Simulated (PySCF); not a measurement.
CS2, SMILES C(=S)=S. Atoms are numbered in the order given.

```xyz
3

S      0.0000     0.0000     1.5483
C      0.0000     0.0000     0.0000
S      0.0000     0.0000    -1.5483
```

Geometry optimised at PBE0-D3(BJ)/def2-TZVP.

The numbers are results of TDA-M06-2X/def2-TZVPD (PySCF), not measurements.

Vertical excitations; the highest root listed may be one member of a degenerate set. The molecule is in vacuum. State labels are in the subgroup D2h.

| state | symmetry | energy (eV) | λ (nm) | f | main pairs |
|---|---|---|---|---|---|
| S1 | Au | 3.65 | 339 | 0.000 | HOMO→LUMO+1 49 %, HOMO−1→LUMO 49 % |
| S2 | Au | 4.02 | 308 | 0.000 | HOMO−1→LUMO, HOMO→LUMO+1 (degenerate set) |
| S3 | B1u | 4.02 | 308 | 0.000 | HOMO→LUMO, HOMO−1→LUMO+1 (degenerate set) |
| S4 | B1g | 6.65 | 186 | 0.000 | HOMO−2→LUMO 48 %, HOMO−3→LUMO+1 48 % |
| S5 | B2g | 6.91 | 179 | 0.000 | HOMO−1→LUMO+3, HOMO−1→LUMO+4 (degenerate set) |
| S6 | B3g | 6.91 | 179 | 0.000 | HOMO→LUMO+3, HOMO→LUMO+4 (degenerate set) |
| S7 | B1u | 7.02 | 177 | 1.112 | HOMO−1→LUMO+1 31 %, HOMO→LUMO 31 %, HOMO−1→LUMO+6 16 %, HOMO→LUMO+5 16 % |
| S8 | B2g | 7.27 | 171 | 0.000 | HOMO−1→LUMO+4, HOMO−1→LUMO+9, HOMO−1→LUMO+3 (degenerate set) |
| S9 | B3g | 7.27 | 171 | 0.000 | HOMO→LUMO+4, HOMO→LUMO+9, HOMO→LUMO+3 (degenerate set) |
| S10 | Ag | 7.46 | 166 | 0.000 | HOMO−2→LUMO+1 49 %, HOMO−3→LUMO 49 % |
| T1 | B1u | 3.28 | 378 | 0 | HOMO→LUMO 48 %, HOMO−1→LUMO+1 48 % |
| T2 | Au | 3.56 | 348 | 0 | HOMO→LUMO+1, HOMO−1→LUMO (degenerate set) |
| T3 | B1u | 3.56 | 348 | 0 | HOMO−1→LUMO+1, HOMO→LUMO (degenerate set) |
| T4 | Au | 3.65 | 339 | 0 | HOMO−1→LUMO 49 %, HOMO→LUMO+1 49 % |
Triplets are in the Tamm–Dancoff approximation.
